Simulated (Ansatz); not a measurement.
Results of r²SCAN (Ansatz, an electronic-structure program, plane waves, PAW) for diamond-structure Ge.

Numerical settings: plane-wave cutoff 600 eV, 12×12×12 k mesh, finite displacements, scalar-relativistic PAW data made under PBE.

The cell has the measured lattice: a = b = c = 5.658 Å, α = β = γ = 90.00°.

What does this level give for the high-frequency dielectric constant and TO(Γ) frequency?


* **high-frequency dielectric constant**: 17.1
* **TO(Γ) frequency**: 299 cm⁻¹

Measured, for comparison: high-frequency dielectric constant 15.9 (temperature not stated, not corrected to a static lattice; as tabulated in Skone et al. (2014), arXiv:1501.03184); zone-centre TO phonon frequency 304 cm⁻¹ (low temperature, zero-point motion not removed; as tabulated in Tanner et al. (2021), arXiv:2110.11888). Computed (rounded) less measured: high-frequency dielectric constant +8 %, zone-centre TO phonon frequency -2 %.

Note: the cell isn't this level's own, so it is under some stress, which shifts stiffness and frequencies.

Computing time: very roughly 11 core-minutes.
